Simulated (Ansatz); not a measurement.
The input, for Ansatz 0.2.0:

```yaml
crystal:
  periodic: [false, false, false]
  atoms:
    - {symbol: As, position_ang: [0.000000, -0.387542, 0.000000]}
    - {symbol: F, position_ang: [0.000000, 0.764150, -1.290593]}
    - {symbol: F, position_ang: [0.000000, 0.764150, 1.290593]}
basis:
  gaussian: {orbitals: cc-pVTZ}
magnetization: {spin_polarized: false, initial_magnetization: 1}
correlation: {method: ccsd_t, electrons: outside_noble_gas}
output: {forces: true}
```

```sh
$ ansatz run in.yaml --threads 2 --pin off --events-out ev --progress --plain --max-ram 24576MiB --backend cuda --devices 0, --max-vram 18GiB
```

Output:

```
665 factors; integrals over basis functions are off by at most 7.5e-4 eV
mean field evaluation 1: about -66209.0858 eV, gradient 3.5e1 eV
mean field evaluation 2: about -66209.1111 eV, gradient 3.6e1 eV
mean field evaluation 4: about -66211.3556 eV, gradient 1.9e0 eV
mean field evaluation 8: about -66211.3771 eV, gradient 1.6e-1 eV
mean field evaluation 16: about -66210.2831 eV, gradient 2.8e1 eV
mean field -66211.37730226 eV, -2433.2232361748 hartree, gradient 2.9e-6 eV, S^2 0.750000; 0 other end points of the search recorded, 0 dependent functions left out
mean field evaluation 32: about -66209.1373 eV, gradient 2.5e1 eV
16 core orbitals not correlated: weight in the atoms' cores, before any rotation towards them, 0.997 or more for the frozen orbitals, at most 0.003 for the correlated occupied ones
reference -66211.37730226 eV, -2433.2232361748 hartree; 10, 9 occupied and 77, 78 virtual orbitals, 665 factors
second order -16.89313151 eV of doubles, -0.07689629 eV of singles
cycle   1  -16.61165651 eV  change    3.6e-1 eV  update   1.0e-1
cycle   2  -17.00569860 eV  change   -3.9e-1 eV  update   3.4e-2
cycle   3  -17.11179262 eV  change   -1.1e-1 eV  update   1.8e-2
cycle   4  -17.09955044 eV  change    1.2e-2 eV  update   5.1e-3
cycle   5  -17.09705277 eV  change    2.5e-3 eV  update   2.4e-3
cycle   6  -17.09857408 eV  change   -1.5e-3 eV  update   7.8e-4
cycle   7  -17.09844168 eV  change    1.3e-4 eV  update   2.9e-4
cycle   8  -17.09839648 eV  change    4.5e-5 eV  update   8.9e-5
cycle   9  -17.09843586 eV  change   -3.9e-5 eV  update   3.2e-5
cycle  10  -17.09843032 eV  change    5.5e-6 eV  update   1.1e-5
cycle  11  -17.09842907 eV  change    1.3e-6 eV  update   3.4e-6
cycle  12  -17.09843298 eV  change   -3.9e-6 eV  update   1.5e-6
perturbative correction -0.56903602 eV, -0.0209116879 hartree
the calculation of the forces begins
Total energy: -66229.04477127 eV, -2433.8725036851 hartree
Atom 0 at     0.000000    -0.387542     0.000000 Å, force    -0.000000     0.006274    -0.000000 eV/Å
Atom 1 at     0.000000     0.764150    -1.290593 Å, force     0.000000    -0.003137     0.006582 eV/Å
Atom 2 at     0.000000     0.764150     1.290593 Å, force    -0.000000    -0.003137    -0.006582 eV/Å
Dipole moment:     0.000000    -0.437462     0.000000 e Å
```

Forces (eV/Å):
```
As   0.000  0.006  0.000
F    0.000 -0.003  0.007
F    0.000 -0.003 -0.007
```

Ran on 2 threads of AMD EPYC 7R13 with a shared H100 80 GB, shared host: 13 s wall, 0.97 GiB peak host memory.
